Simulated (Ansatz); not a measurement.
Geometry optimisation, RKS BHLYP/cc-pVDZ in Ansatz.

input.yaml

```yaml
crystal:
  periodic: [false, false, false]
  atoms:
    - { symbol: C, position_ang: [-0.4353, -1.0969, 0.9621] }
    - { symbol: C, position_ang: [0.2782, -0.1, 0.0534] }
    - { symbol: O, position_ang: [0.04702, -0.50129, -1.28861] }
    - { symbol: C, position_ang: [-0.00044, 1.36497, 0.24251] }
    - { symbol: "N", position_ang: [1.20749, 1.70442, 0.55309] }
    - { symbol: C, position_ang: [1.73089, 0.31054, 0.40556] }
    - { symbol: H, position_ang: [-0.0771, -2.0717, 0.8497] }
    - { symbol: H, position_ang: [-1.5134, -1.0506, 0.701] }
    - { symbol: H, position_ang: [-0.3803, -0.7445, 2.0437] }
    - { symbol: H, position_ang: [0.51876, 0.1165, -1.8658] }
    - { symbol: H, position_ang: [-0.94816, 1.87842, 0.28618] }
    - { symbol: H, position_ang: [2.12972, -0.11739, 1.31891] }
    - { symbol: H, position_ang: [2.48636, 0.2293, -0.35] }
basis:
  gaussian: { orbitals: cc-pVDZ }
hamiltonian:
  xc: { name: BHLYP }
relax:
  f_tol: 0.015
  max_steps: 40
```

Launched with:

```bash
$ ansatz run input.yaml --threads 2 --pin off --max-ram 3072MiB --backend cpu --events-out ev --progress --plain --runs-dir out
```

Problem. Where does it end, and by what steps?

Solution. It converged. After 7 steps the energy has fallen by 0.302 eV; H11 moved furthest, 0.19 Å.

```tsv
step	energy less start (eV)	largest force component (eV/Å)	accepted
0	0.0000	3.076	yes
1	-0.2507	0.863	yes
2	-0.2879	0.493	yes
3	-0.2975	0.212	yes
4	-0.3003	0.101	yes
5	-0.3015	0.034	yes
6	-0.3018	0.022	yes
7	-0.3019	0.007	yes
```

```xyz
13
Properties=species:S:1:pos:R:3
C -0.449 -1.067 0.954
C 0.251 -0.102 0.028
O 0.055 -0.572 -1.275
C 0.016 1.373 0.286
N 1.188 1.705 0.658
C 1.694 0.326 0.434
H -0.027 -2.068 0.825
H -1.513 -1.114 0.710
H -0.336 -0.765 1.997
H 0.472 0.032 -1.888
H -0.854 2.030 0.223
H 2.119 -0.130 1.333
H 2.429 0.275 -0.374
```

The run took 23 s on 2 threads of AMD EPYC 9B14 (Zen 4), with other jobs on the host, peak memory 0.3 GiB.
